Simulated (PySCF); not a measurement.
Cyclopropylmethylamine, C₄H₉N.
Atom-mapped SMILES: `[NH2:1][CH2:2][CH:3]1[CH2:4][CH2:5]1` (hydrogens: H6, H7 on N1; H8, H9 on C2; H10 on C3; H11, H12 on C4; H13, H14 on C5)

The same species was optimised twice, with GFN2-xTB and with PBE0-D3(BJ)/def2-SVP (PySCF), and the same property calculations (PySCF, gas phase) were run on both structures.

| coordinate | GFN2-xTB | PBE0-D3(BJ)/def2-SVP | change |
| --- | --- | --- | --- |
| C5–H13 (Å) | 1.080 | 1.095 | +0.015 |
| C4–H11 (Å) | 1.080 | 1.094 | +0.014 |
| C5–H14 (Å) | 1.079 | 1.093 | +0.014 |
| C4–H12 (Å) | 1.079 | 1.093 | +0.014 |
| C3–H10 (Å) | 1.082 | 1.095 | +0.013 |
| C2–H9 (Å) | 1.104 | 1.114 | +0.010 |
| C2–H8 (Å) | 1.095 | 1.104 | +0.009 |
| N1–C2 (Å) | 1.456 | 1.448 | -0.008 |
| C2–C3 (Å) | 1.510 | 1.505 | -0.005 |
| C3–C5 (Å) | 1.499 | 1.503 | +0.004 |
| N1–H6 (Å) | 1.015 | 1.019 | +0.004 |
| N1–H7 (Å) | 1.014 | 1.017 | +0.003 |
| C4–C5 (Å) | 1.499 | 1.501 | +0.002 |
| C3–C4 (Å) | 1.497 | 1.497 | 0.000 |
| H8–C2–H9 (°) | 107.8 | 105.9 | -1.9 |
| N1–C2–H9 (°) | 113.3 | 114.7 | +1.4 |
| C5–C3–H10 (°) | 117.3 | 116.1 | -1.2 |
| H6–N1–H7 (°) | 107.9 | 106.7 | -1.2 |
| C3–C2–H9 (°) | 109.2 | 108.0 | -1.2 |
| N1–C2–C3 (°) | 109.5 | 110.6 | +1.1 |
| N1–C2–H8 (°) | 107.4 | 108.3 | +0.9 |
| C2–C3–H10 (°) | 112.6 | 113.5 | +0.9 |
| N1–C2–C3–C4 (°) | 161 | 157 | -4 |

Rotational constants: A = 12607, B = 3178, C = 2860 MHz (GFN2-xTB) against A = 12454, B = 3198, C = 2867 MHz (PBE0-D3(BJ)/def2-SVP). Point groups within 0.08 Å: C1 and C1. Atoms that the bonding makes alike are paired by their places after alignment.

On the GFN2-xTB structure: lowest singlet, TDDFT (eV) 6.38 [CAM-B3LYP/def2-SVPD]; lowest triplet, Tamm–Dancoff (eV) 6.07 [CAM-B3LYP/def2-SVPD]; isotropic polarisability (au) 55.7 [CAM-B3LYP/def2-SVPD]; HOMO (eV) -8.32 [CAM-B3LYP/def2-SVPD]; LUMO (eV) 1.52 [CAM-B3LYP/def2-SVPD]; dipole (D) 1.19 [CAM-B3LYP/def2-SVPD]; HOMO (eV) -6.69 [PBE0/pcSseg-1]; LUMO (eV) 1.60 [PBE0/pcSseg-1]; dipole (D) 1.24 [PBE0/pcSseg-1]; GIAO shielding of N1 (ppm) 229.6 [PBE0/pcSseg-1]; GIAO shielding of C2 (ppm) 133.1 [PBE0/pcSseg-1]; GIAO shielding of C3 (ppm) 171.0 [PBE0/pcSseg-1]; GIAO shielding of C4/C5 (mean) (ppm) 182.5 [PBE0/pcSseg-1].

Task: What do these properties become on the PBE0-D3(BJ)/def2-SVP structure?

Result: 
| property | level | on GFN2-xTB | on PBE0-D3(BJ)/def2-SVP | change |
| --- | --- | --- | --- | --- |
| lowest singlet, TDDFT (eV) | CAM-B3LYP/def2-SVPD | 6.38 | 6.39 | +0.01 |
| lowest triplet, Tamm–Dancoff (eV) | CAM-B3LYP/def2-SVPD | 6.07 | 6.08 | +0.01 |
| isotropic polarisability (au) | CAM-B3LYP/def2-SVPD | 55.7 | 56.4 | +0.7 |
| HOMO (eV) | CAM-B3LYP/def2-SVPD | -8.32 | -8.34 | -0.02 |
| LUMO (eV) | CAM-B3LYP/def2-SVPD | 1.52 | 1.50 | -0.02 |
| dipole (D) | CAM-B3LYP/def2-SVPD | 1.19 | 1.18 | -0.01 |
| energy, GFN2-xTB geometry as zero (kcal/mol) | CAM-B3LYP/def2-SVPD | 0.0 | -0.3 | -0.3 |
| HOMO (eV) | PBE0/pcSseg-1 | -6.69 | -6.73 | -0.04 |
| LUMO (eV) | PBE0/pcSseg-1 | 1.60 | 1.55 | -0.05 |
| dipole (D) | PBE0/pcSseg-1 | 1.24 | 1.23 | -0.01 |
| energy, GFN2-xTB geometry as zero (kcal/mol) | PBE0/pcSseg-1 | 0.0 | -0.3 | -0.3 |
| GIAO shielding of N1 (ppm) | PBE0/pcSseg-1 | 229.6 | 229.1 | -0.5 |
| GIAO shielding of C2 (ppm) | PBE0/pcSseg-1 | 133.1 | 132.5 | -0.6 |
| GIAO shielding of C3 (ppm) | PBE0/pcSseg-1 | 171.0 | 169.9 | -1.1 |
| GIAO shielding of C4/C5 (mean) (ppm) | PBE0/pcSseg-1 | 182.5 | 180.2 | -2.3 |

The heavy atoms differ by 0.025 Å rms after alignment. Among all bonds C4–H11, C4–H12, C5–H13 and C5–H14 change most and about equally (+0.014 to +0.015 Å). Changes are differences of the printed values. Neither structure is proved a minimum here.

Shape of the structure used: `[NH2:1][CH2:2][CH:3]1[CH2:4][CH2:5]1`: N1–C2–C3–C4 157°, H–N1–C2–C3 -62°, H–N1–C2–C3 180°.
